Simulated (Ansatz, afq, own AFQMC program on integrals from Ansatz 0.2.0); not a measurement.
# H₂O, singlet → H2O⁺, doublet

```xyz
3

O     0.0000   -0.0653    0.0000
H     0.0000    0.5184   -0.7615
H     0.0000    0.5184    0.7615
```

E(doublet, charge +1) − E(singlet, charge +0) at this geometry, on RHF and UHF determinants.

Basis 6-31G. Only valence electrons are correlated. Integrals, coupled cluster, full CI and functionals: Ansatz 0.2.0; the random walks run on the same integrals in our own AFQMC program. The CISD trial takes its coefficients from CCSD amplitudes. Released means that phaseless walkers are propagated on without the constraint, phases kept. Uncertainties: one standard error, sampling alone. The errors of all members are added in quadrature.

Full CI on the same integrals is exact in this basis and with this determinant's frozen core.

Errors are counted within 6-31G, not against nature.

Reference (full CI): 1145.7 kJ/mol.

```csv
level,vertical ionization energy (kJ/mol),error against FCI (kJ/mol)
HF,1057.9,-87.8
MP2,1157.8,12.1
CCSD,1144.2,-1.5
CCSD(T),1145.1,-0.6
CCSDT,1145.0,-0.7
CCSDT(Q),1145.8,0.1
CCSDTQ,1145.7,0.0
ph-AFQMC/CISD,1145.4 ± 0.6,-0.3 ± 0.6
released AFQMC,1145.3 ± 0.4,-0.4 ± 0.4
```

Correlation beyond CCSD(T) adds 0.6 kJ/mol. The perturbative (T) step is worth +0.8 kJ/mol.

CCSDT and higher add their correlation energy to the determinant of the CCSD(T) run, since their own runs factorise the integrals more tightly (a shift of under 2 meV). A walk keeps the symmetry of its determinant, which the program's search chose and which needn't be the lowest solution, so a lower state of the same spin and another symmetry isn't excluded. Released energies are given only where the last usable release times agree within the noise; a slower fall can still hide under it.
